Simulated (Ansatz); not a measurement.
Input file:

```yaml
crystal:
  periodic: [false, false, false]
  atoms:
    - {symbol: Ga, position_ang: [-0.000005, -0.351711, 2.144503]}
    - {symbol: Al, position_ang: [-0.000020, -0.216546, -0.572581]}
    - {symbol: O, position_ang: [0.000006, -0.465800, -2.160587]}
    - {symbol: H, position_ang: [0.000019, 1.034057, 0.588665]}
basis:
  gaussian: {orbitals: cc-pVDZ, point_charges: [{charge: -1.00, position_ang: [2.839, -0.436, 0.749]}]}
magnetization: {spin_polarized: false, initial_magnetization: 1}
hamiltonian: {xc: {name: B3LYP}, pseudopotentials: {relativity: scalar}}
correlation: {method: ccsd, electrons: outside_noble_gas}
```

```sh
$ ansatz run in.yaml --threads 1 --pin off --events-out ev --progress --plain --max-ram 2393MiB
```

Log:

```
675 factors; integrals over basis functions are off by at most 1.0e-3 eV
mean field evaluation 1: about -61447.7971 eV, gradient 7.3e1 eV
mean field evaluation 2: about -61447.8180 eV, gradient 7.3e1 eV
mean field evaluation 4: about -61448.7846 eV, gradient 5.0e1 eV
mean field evaluation 8: about -61460.5001 eV, gradient 1.4e0 eV
mean field evaluation 16: about -61460.5216 eV, gradient 7.9e-3 eV
mean field evaluation 32: about -61392.9974 eV, gradient 8.1e1 eV
mean field -61460.52155070 eV, -2258.6325075506 hartree, gradient 3.1e-7 eV, S^2 0.750000; 1 other end points of the search recorded, 0 dependent functions left out
mean field evaluation 64: about -61348.7182 eV, gradient 9.1e1 eV
mean field evaluation 96: about -61389.8701 eV, gradient 2.6e0 eV
mean field evaluation 128: about -61388.3920 eV, gradient 2.3e0 eV
mean field evaluation 160: about -61390.0158 eV, gradient 1.5e0 eV
20 core orbitals not correlated: weight in the atoms' cores, before any rotation towards them, 0.999 or more for the frozen orbitals, at most 0.000 for the correlated occupied ones
reference -61389.45099341 eV, -2256.0207127433 hartree; 7, 6 occupied and 37, 38 virtual orbitals, 675 factors
second order -9.11044568 eV of doubles, -0.50375656 eV of singles
cycle   1  -8.31816120 eV  change     1.3e0 eV  update   2.4e-1
cycle   2  -9.04489738 eV  change   -7.3e-1 eV  update   1.8e-1
cycle   3  -9.19982524 eV  change   -1.5e-1 eV  update   2.6e-2
cycle   4  -9.22387543 eV  change   -2.4e-2 eV  update   1.1e-2
cycle   5  -9.22331277 eV  change    5.6e-4 eV  update   4.1e-3
cycle   6  -9.22584104 eV  change   -2.5e-3 eV  update   2.3e-3
cycle   7  -9.22559792 eV  change    2.4e-4 eV  update   1.1e-3
cycle   8  -9.22494130 eV  change    6.6e-4 eV  update   6.9e-4
cycle   9  -9.22532879 eV  change   -3.9e-4 eV  update   4.0e-4
cycle  10  -9.22562934 eV  change   -3.0e-4 eV  update   2.1e-4
cycle  11  -9.22548719 eV  change    1.4e-4 eV  update   1.4e-4
cycle  12  -9.22550312 eV  change   -1.6e-5 eV  update   8.5e-5
cycle  13  -9.22554793 eV  change   -4.5e-5 eV  update   3.7e-5
cycle  14  -9.22551307 eV  change    3.5e-5 eV  update   2.0e-5
cycle  15  -9.22552321 eV  change   -1.0e-5 eV  update   1.1e-5
cycle  16  -9.22553189 eV  change   -8.7e-6 eV  update   5.6e-6
Total energy: -61398.67652530 eV, -2256.3597447870 hartree
Relativity: scalar
```

Ran on 1 thread of Arm Neoverse V1, shared host: 16 s wall, 0.18 GiB peak host memory.
